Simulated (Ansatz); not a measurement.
# CH₄AlCl: ionisation energy by level of theory

An exercise on one series of results from a longer session: the logs are not shown, and one member is left open.

Method: unrestricted cation, the program's frozen cores in correlated methods; program: Ansatz 0.2.0, Gaussian basis.

Plan: UKS PBE-D4/def2-TZVPP; UKS r2SCAN-D4/def2-TZVPP; UKS PBE0-D4/def2-TZVPP; UKS B3LYP-D4/def2-TZVPP; UKS wB97X-V/def2-TZVPP; UKS wB97M-V/def2-TZVPP; UKS B2PLYP/def2-TZVPP; UHF-CCSD(T)/def2-TZVPP; UHF-MP2/def2-QZVPP; extrapolation to the limit; then −ε(HOMO) from the neutral's earlier runs with LDA (SPW92), PBE-D4, revPBE-D4, BLYP-D4, r2SCAN-D4, B97M-V, PBE0-D4, B3LYP-D4, r2SCANh-D4, r2SCAN0-D4, HSE06-D4, BHLYP-D4, CAM-B3LYP-D4, LC-ωPBE, ωB97X-V, ωB97M-V.

## Structure used throughout

All runs share one geometry, relaxed beforehand with PBE0-D4 in a triple-zeta def2 set.

SMILES `[AlH2][CH2]Cl`, 7 atoms, charge 0, spin multiplicity 1.

Atoms are counted from 1 here; the program's logs count them from 0.

Bond lengths: Al1–C2 1.969 Å, Al1–H4 1.580 Å, Al1–H5 1.589 Å, C2–Cl3 1.792 Å, C2–H6 1.093 Å, C2–H7 1.093 Å. Angles: C2–Al1–H4 120.8°, C2–Al1–H5 117.2°, H4–Al1–H5 122.1°, Al1–C2–Cl3 111.8°, Al1–C2–H6 112.1°, Al1–C2–H7 112.1°, Cl3–C2–H6 107.2°, Cl3–C2–H7 107.2°, H6–C2–H7 106.2°.

The first run:

in.yaml reads:

```yaml
crystal:
  periodic: [false, false, false]
  atoms:
    - {symbol: Al, position_ang: [-0.694876, 0.291752, -0.826383]}
    - {symbol: C, position_ang: [0.584795, -0.097828, 0.618546]}
    - {symbol: Cl, position_ang: [0.553076, -1.826617, 1.088250]}
    - {symbol: H, position_ang: [-1.575374, -0.858626, -1.458186]}
    - {symbol: H, position_ang: [-0.795842, 1.798581, -1.319838]}
    - {symbol: H, position_ang: [0.376641, 0.485090, 1.519649]}
    - {symbol: H, position_ang: [1.612879, 0.139748, 0.332363]}
basis:
  gaussian: {orbitals: def2-TZVPP}
total_charge: 1
magnetization: {spin_polarized: true, initial_magnetization: 1}
hamiltonian: {xc: pbe, dispersion: d4}
```

Run with:

```
> ansatz run in.yaml --threads 2 --pin off --events-out ev --progress --plain --max-ram 4352MiB
```

Among the steps run: Cation, UKS PBE-D4/def2-TZVPP; Cation, UKS r2SCAN-D4/def2-TZVPP; Cation, UKS PBE0-D4/def2-TZVPP; Cation, UKS B3LYP-D4/def2-TZVPP; Cation, UKS wB97X-V/def2-TZVPP; Cation, UKS wB97M-V/def2-TZVPP; Cation, UKS B2PLYP (frozen core)/def2-TZVPP; Cation, UHF-CCSD(T)/def2-TZVPP; Cation, UHF-MP2/def2-QZVPP.

One table of the session follows, with a row left open; its other results are not shown here.

Orbital estimates, from the neutral's runs:

| functional | −ε(HOMO) (eV) |
| --- | --- |
| LDA (SPW92) | 6.36 |
| PBE-D4 | 6.24 |
| revPBE-D4 | 6.20 |
| BLYP-D4 | 6.11 |
| r2SCAN-D4 | 6.52 |
| B97M-V | 6.65 |
| PBE0-D4 | 7.55 |
| B3LYP-D4 | ? |
| r2SCANh-D4 | 7.00 |
| r2SCAN0-D4 | 7.73 |
| HSE06-D4 | 7.14 |
| BHLYP-D4 | 8.75 |
| CAM-B3LYP-D4 | 8.92 |
| LC-ωPBE | 10.30 |
| ωB97X-V | 9.93 |
| ωB97M-V | 9.77 |

Q: Estimate the row for B3LYP-D4 from the others.

Worked estimate for «−ε(HOMO) (eV)». Against the share of exact exchange, BLYP-D4 (0, 6.11), BHLYP-D4 (0.5, 8.75) give a slope of 5.28 per unit share; at 0.2 the line stands at 7.17.

As computed: −ε(HOMO) (eV): 7.32. In «−ε(HOMO) (eV)» the line misses by -0.15.
